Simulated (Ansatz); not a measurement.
Input file:

```yaml
crystal:
  periodic: [false, false, false]
  atoms:
    - {symbol: Al, position_ang: [0.061756, 0.001510, 0.665029]}
    - {symbol: O, position_ang: [-0.103118, 0.009883, -1.028775]}
    - {symbol: H, position_ang: [-0.026497, 1.779043, 0.292719]}
    - {symbol: H, position_ang: [0.056611, -1.879393, 0.310933]}
    - {symbol: H, position_ang: [-0.046447, -0.096943, -2.075675]}
basis:
  gaussian: {orbitals: def2-SVPD}
magnetization: {spin_polarized: false, initial_magnetization: 2}
correlation: {active_space: {ras: {orbitals: [5, 2, 58], electrons: 12, max_holes: 2, max_particles: 2}, fixed_orbitals: true}}
accuracy: high
scf: {lower_state_search: off}
output: {forces: true}
```

```sh
$ ansatz run in.yaml --threads 1 --pin off --events-out ev --progress --plain --max-ram 2393MiB
```

(1) Roughly how long does this take on 1 thread of Arm Neoverse V1, shared host, and how much host memory?

```
these checks for a lower state are left out or cut short: starts, cluster_reference, orbital_swaps, neighbouring_geometries, increment
1385 factors; integrals over basis functions are off by at most 3.7e-9 eV
mean field evaluation 1: about -8656.6040 eV, gradient 3.5e1 eV
mean field evaluation 2: about -8656.6090 eV, gradient 3.5e1 eV
mean field evaluation 4: about -8659.2562 eV, gradient 4.2e0 eV
mean field evaluation 8: about -8659.4511 eV, gradient 3.5e-1 eV
mean field evaluation 16: about -8659.3776 eV, gradient 2.4e0 eV
mean field -8659.47586259 eV, -318.2298683467 hartree, gradient 1.7e-8 eV, S^2 2.000000; 0 other end points of the search recorded, 0 dependent functions left out
reference -8659.47586259 eV, -318.2298683467 hartree; 13, 11 occupied and 58, 60 virtual orbitals, 1385 factors
state -8666.91900999 eV, -318.5033989685 hartree
the calculation of the forces begins
Total energy: -8666.91900999 eV, -318.5033989685 hartree
Atom 0 at     0.061756     0.001510     0.665029 Å, force     0.088480     0.788492     0.797802 eV/Å
Atom 1 at    -0.103118     0.009883    -1.028775 Å, force     0.164583    -0.685015    -4.885705 eV/Å
Atom 2 at    -0.026497     1.779043     0.292719 Å, force    -0.002836     0.093542     0.203831 eV/Å
Atom 3 at     0.056611    -1.879393     0.310933 Å, force    -0.032910    -0.449962    -0.366088 eV/Å
Atom 4 at    -0.046447    -0.096943    -2.075675 Å, force    -0.217318     0.252943     4.250161 eV/Å
Dipole moment:     0.029886    -0.140220    -0.359616 e Å
Checks for a lower state left out: starts, cluster_reference, orbital_swaps, neighbouring_geometries, increment
```

Natural occupations: 1.9852 1.9681 1.9670 1.9628 1.9499 1.0074 0.9899 0.0237 0.0233 0.0208 0.0184 0.0145 0.0088 0.0064 0.0058 0.0052 0.0051 0.0049 0.0047 0.0045 0.0033 0.0028 0.0024 0.0021.

Forces (eV/Å):
```
Al   0.088  0.788  0.798
O    0.165 -0.685 -4.886
H   -0.003  0.094  0.204
H   -0.033 -0.450 -0.366
H   -0.217  0.253  4.250
```

Answers

(1) 37 s wall and 0.87 GiB.
